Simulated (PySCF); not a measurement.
Work out the structure from these simulated measurements.

Elements present: B, C, H and N. Monoisotopic mass: 44.0677 u (electron mass counted); charge -1.

| Item | Value |
| --- | --- |
| 13C NMR | chemical shifts (computed TMS as zero) by class: 44.5 (1 C) ppm [GIAO PBE0/pcSseg-1] |
| NMR, other nuclei | isotropic shieldings of nuclei other than C and H, by class: 122 (1 B), 235 (1 N) ppm [GIAO PBE0/pcSseg-1] |
| XPS | B1s 187.9, C1s 286.4, N1s 398.4 eV [ΔSCF SCAN, pcX-2 on the ionised atom, pcseg-1 elsewhere, spin-free X2C] |
| Rotational structure | rotational constants A, B, C: 32.444, 8.850, 7.865 GHz [PBE0-D3(BJ)/def2-SVP] |
| Couplings | largest of the computed one-bond spin–spin couplings (means over like bonds): 13C–1H +128.7 (×3), 11B–1H +91.0 (×3), 15N–1H -60.5, 15N–11B -12.9, 15N–13C -2.7 Hz [B3LYP/pcJ-1, spin–dipole term left out for some pairs] |
| 1H NMR | chemical shifts (computed TMS as zero) by class: 2.32 (3 H), 1.88 (3 H), -2.43 (1 H) ppm [GIAO PBE0/pcSseg-1] |

The electronic properties come from PySCF, for the isolated species, density fitting. Levels stand in brackets. Isolated species at its PBE0-D3(BJ)/def2-SVP geometry, gas phase. The geometry's basis has no diffuse functions, a weakness for an anion. No diffuse functions stand in pcJ-1 and pcSseg-1, which bears on an anion's orbital energies. NMR classes are plain means over equivalent atoms (diastereotopic ones count apart unless rotation or inversion swaps them), as if these changed places fast.

Question: Which formula fits the mass and the elements?

Answer: CH7BN (calculated 44.0677). No other formula that holds each of these elements comes within 0.0003 u with a fitting electron parity and a possible valence count.

Question: Give a SMILES that accounts for the data.

Answer: Numbering: `[BH3-:1][NH:2][CH3:3]`. The one carbon: N-methyl carbon [C3] (44.5 ppm). Hydrogen classes from least to most shielded: 3 H on an N-methyl carbon, C3 (2.32 ppm), 3 H on a four-coordinate boron, B1 (1.88 ppm), 1 H on a boron-bound nitrogen, N2 (-2.43 ppm). The other shieldings belong to: 122 ppm, four-coordinate boron [B1]; 235 ppm, boron-bound nitrogen [N2]. The couplings run between: +128.7 Hz, N-methyl carbon [C3] and its hydrogen (with 2 like pairs); +91.0 Hz, four-coordinate boron [B1] and its hydrogen (with 2 like pairs); -60.5 Hz, boron-bound nitrogen [N2] and its hydrogen; -12.9 Hz, boron-bound nitrogen [N2] and four-coordinate boron [B1]; -2.7 Hz, boron-bound nitrogen [N2] and N-methyl carbon [C3]. The core levels belong to: B1s 187.9 eV, four-coordinate boron [B1]; C1s 286.4 eV, N-methyl carbon [C3]; N1s 398.4 eV, boron-bound nitrogen [N2]. By its constants the optimised geometry is an asymmetric top. Structure: `[BH3-]NC`. The assignments are read from this structure; whether some other isomer fits the data as well wasn't checked.
